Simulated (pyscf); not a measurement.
•HC=NH → H₂C=N•, a hydrogen shift (doublet surface; H–N broken, C–H formed). Single points on ωB97X-D3(BJ)/def2-SVP structures (PySCF, gas phase). MP2 and CC: frozen core, UHF for open shells. ΔMP2 is the change of the MP2 total energy from the triple- to the quadruple-zeta basis. Energies in kcal/mol from the reactant's lowest minimum found.

Small-basis levels: PySCF, no dispersion term, spherical d functions. AM1 to PM7: differences of heats of formation from MOPAC. Open shells are spin-unrestricted. 

```json
[
 {"level": "SVWN5/6-31G*", "barrier": "38.6", "reaction energy": "-5.8"},
 {"level": "B3LYP/LANL2DZ", "barrier": "49.7", "reaction energy": "-10.3"},
 {"level": "B3LYP/6-311+G**", "barrier": "41.8", "reaction energy": "-7.8"},
 {"level": "PBE/def2-SVP", "barrier": "38.1", "reaction energy": "-6.0"},
 {"level": "B3LYP/def2-SVP", "barrier": "41.3", "reaction energy": "-8.0"},
 {"level": "AM1", "barrier": "57.0", "reaction energy": "-1.5"},
 {"level": "PM6", "barrier": "61.8", "reaction energy": "+4.4"},
 {"level": "CCSD(T)/def2-TZVPP + ΔMP2(QZVPP)", "barrier": "40.4", "reaction energy": "-7.5"}
]
```

Against the last row the barrier runs from -2.3 (PBE/def2-SVP) to +21.4 kcal/mol (PM6). CCSD(T)/def2-TZVPP + ΔMP2(QZVPP) has limits of its own. From the product side, HC≡N + H• lies, by one bond made or cut, 16.4 kcal/mol under this saddle at ωB97M-D3(BJ). The same reactants have a lower exit, to HC≡N + H• (no saddle counted: cutting one bond, which may have a small barrier of its own, costs +23.8 kcal/mol at ωB97M-D3(BJ), against +40.2 kcal/mol here). This is the saddle that the search found; another between the same sides may lie lower. The CCSD(T) − MP2 part came from Ansatz, without density fitting, on the same reference. A UHF reference is spin-contaminated (<S²> up to 0.95), which harms MP2 most.
